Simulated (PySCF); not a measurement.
Atom-mapped SMILES (the numbers label the heavy atoms): `[CH3:1][CH:2]([CH3:3])[C:4](=[O:5])[OH:6]`. Each H is labelled by its parent atom.

GIAO shifts from PySCF 2.14.0 with density-fitted response routines on PBE0-D3(BJ)/def2-TZVP geometries (one conformer, non-relativistic, equivalent nuclei averaged), against TMS at the same level and in the same medium; PCM means IEF-PCM chloroform.

Measured (solution, not stated per compound (mostly CDCl3 or CCl4); Pretsch, Buehlmann, Badertscher, Structure Determination of Organic Compounds, 4th ed. (2009)): C2 34.1, C1/C3 18.8, H(C2) 2.56, H(C1)/H(C3) 1.21 ppm.

Which unscaled values do B97-2/pcSseg-2, gas; WP04/pcSseg-2, PCM; wB97X-D/pcSseg-2, PCM give, and how close are they?

Answers


```
      atoms  measured  B97-2/pcSseg-2, gas  WP04/pcSseg-2, PCM  wB97X-D/pcSseg-2, PCM
         C2      34.1                 37.1                41.9                   38.5
      C1/C3      18.8                 21.7                22.8                   21.8
      H(C2)      2.56                 2.61                2.73                   2.70
H(C1)/H(C3)      1.21                 1.18                1.21                   1.18
```

Mean absolute error for $^{13}$C: B97-2/pcSseg-2, gas 2.9, WP04/pcSseg-2, PCM 5.9, wB97X-D/pcSseg-2, PCM 3.7 ppm.

Mean absolute error for $^{1}$H: B97-2/pcSseg-2, gas 0.04, WP04/pcSseg-2, PCM 0.08, wB97X-D/pcSseg-2, PCM 0.09 ppm.

Hydrogen bonding in solution deshields acid and N–H amide carbonyl carbons by as much as 10 ppm beyond these values.
